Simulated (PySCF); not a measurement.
(CH₃)₃N, optimised at PBE/def2-SVP:

```xyz
13

C     -0.2943     1.3375     0.3158
N     -0.1247    -0.0899     0.4990
C      1.2563    -0.5060     0.3592
C     -1.0235    -0.8655    -0.3320
H     -0.0360     1.6934    -0.7207
H      0.3493     1.8942     1.0283
H     -1.3473     1.6266     0.5137
H      1.6750    -0.3412    -0.6729
H      1.3558    -1.5870     0.5894
H      1.8985     0.0524     1.0714
H     -0.8410    -0.7379    -1.4356
H     -0.9219    -1.9462    -0.1011
H     -2.0759    -0.5743    -0.1334
```

Computed with PySCF (xtb for GFN2) and rigid-rotor harmonic-oscillator thermochemistry at 1 bar. 6-31G* has spherical d functions here. All species are closed-shell singlets. B3LYP is the form with VWN-RPA correlation.

Question: List the harmonic frequencies (cm⁻¹, unscaled) at this level and at the other levels, each on its own geometry.

Answer: 
- PBE/def2-SVP: 264, 264, 264, 322, 413, 413, 840, 1032, 1051, 1051, 1080, 1080, 1155, 1279, 1279, 1375, 1375, 1399, 1399, 1405, 1412, 1431, 1438, 1438, 2815, 2815, 2836, 2993, 2993, 2994, 3048, 3050, 3050
- B3LYP/6-31G*: 263, 271, 271, 351, 426, 426, 842, 1073, 1073, 1084, 1136, 1136, 1223, 1322, 1322, 1468, 1468, 1510, 1510, 1511, 1521, 1533, 1542, 1542, 2920, 2920, 2937, 3072, 3072, 3076, 3114, 3119, 3119
- GFN2-xTB: 219, 238, 238, 373, 423, 423, 872, 1025, 1060, 1060, 1080, 1080, 1190, 1276, 1276, 1413, 1413, 1429, 1487, 1487, 1487, 1496, 1496, 1505, 2832, 2832, 2848, 3008, 3015, 3015, 3015, 3018, 3018
- HF/6-31G*: 260, 285, 285, 385, 458, 458, 903, 1155, 1155, 1173, 1229, 1229, 1336, 1446, 1446, 1596, 1596, 1635, 1635, 1641, 1642, 1657, 1662, 1662, 3113, 3113, 3128, 3236, 3236, 3245, 3273, 3281, 3281
- PBE0/def2-TZVP: 254, 268, 268, 346, 420, 420, 861, 1065, 1077, 1077, 1119, 1119, 1206, 1321, 1321, 1433, 1433, 1473, 1473, 1474, 1480, 1493, 1505, 1505, 2921, 2921, 2934, 3074, 3074, 3077, 3120, 3124, 3124
